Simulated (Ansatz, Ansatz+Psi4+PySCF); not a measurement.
```xyz
5

C     1.1417    0.0000    0.0000
Cl   -0.6646    0.0000    0.0000
H     1.4824   -0.1571    1.0203
H     1.4824   -0.8051   -0.6462
H     1.4823    0.9622   -0.3741
```

Basis set: cc-pVTZ on H, C; cc-pV(T+d)Z on Cl (spherical functions). Frozen core: 6 orbitals. Charge 0, multiplicity 1.

Computed with Ansatz (development build ahead of 0.2.0); each method stands on the lowest determinant of its kind that the runs found. Restricted open shells among the atoms or ions are ROHF, correlated in semicanonical orbitals with singles.

Give the atomization energy at this shape (free ground-state atoms in the same class of orbitals less the molecule, no zero-point energy) of singlet CH3Cl by RHF-MP2, RHF.

```json
{"method": "RHF-MP2", "atomization energy": "16.83 eV"}
{"method": "RHF", "atomization energy": "13.13 eV"}
```
